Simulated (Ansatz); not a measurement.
Process, species as SMILES: [CH2][SiH3] (CH2-SiH3) → C atom + 5 H atom + Si atom
B3LYP-D3(BJ)/def2-TZVP geometries, fixed; electronic energies without zero-point terms.

Basis-set convergence of the atomisation energy at CCSD(T) with Ansatz (a quantum-chemistry and plane-wave program). Cartesian d functions, on some or all atoms, in 6-31+G*, 6-31G**, 6-311G**; all else is spherical. Cores are frozen. Open shells are unrestricted. No added dispersion term, no relativity. Functions are those of the species that has most. Reference: Hartree-Fock in cc-pV(Q+d)Z plus the correlation part extrapolated as X^-3 from cc-pV(T+d)Z and cc-pV(Q+d)Z, 520.51 kcal/mol, itself unsure by roughly 1.97 kcal/mol (a third of the extrapolation step and of the last Hartree-Fock step). Deviations are taken from unrounded values.

| basis | functions | atomisation energy (kcal/mol) | minus reference (kcal/mol) |
|---|---|---|---|
| STO-3G | 19 | 593.03 | 72.53 |
| 3-21G | 32 | 434.47 | -86.03 |
| 6-31+G* | 52 | 462.85 | -57.65 |
| def2-SVP | 57 | 492.44 | -28.06 |
| pcseg-1 | 57 | 487.68 | -32.82 |
| 6-31G** | 59 | 488.95 | -31.56 |
| 6-311G** | 75 | 493.08 | -27.43 |
| def2-TZVPP | 143 | 509.24 | -11.27 |
| 6-311++G(3df,3pd) | 176 | 510.52 | -9.99 |
